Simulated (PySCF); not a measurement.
Stepwise substitution at one centre (C H-Cl). All species are isolated molecules in the gas phase. Strings in code marks are SMILES.

Computed with PBE-D3(BJ)/def2-TZVP // B3LYP-D3(BJ)/def2-TZVP (PySCF). All candidates: neutral, multiplicity 1. Excitations are Tamm–Dancoff values on a coarser integration grid. The basis has no diffuse functions, so Rydberg states are missing or too high.

The HOMO–LUMO gap is 6.02 eV and the T1 excitation (TDA) comes out as 5.74 eV. The HOMO comes out as -7.27 eV.

Task: Say which member has these values.
(A) `ClCCl`
(B) `ClC(Cl)Cl`
(C) `CCl`

Result: A, `ClCCl`. The others give `CCl`: 6.60 eV, 6.20 eV, -6.99 eV; `ClC(Cl)Cl`: 5.41 eV, 5.17 eV, -7.44 eV
